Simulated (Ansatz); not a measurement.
## hcp Mg

All values below come from r²SCAN (PAW; Ansatz, a first-principles code).

Run with plane-wave cutoff 500 eV, 18×18×1 k mesh (along the axes of the cell as run), Fermi–Dirac smearing 0.1 eV, scalar-relativistic PAW data made under PBE.

Cell: relaxed at this level.

- surface energy of the (10-11) face = 0.72 J/m²
- work function of the (10-11) face = 3.81 eV

The slab of 12 atoms is relaxed and unreconstructed.

Static lattice: no zero-point or thermal effects.
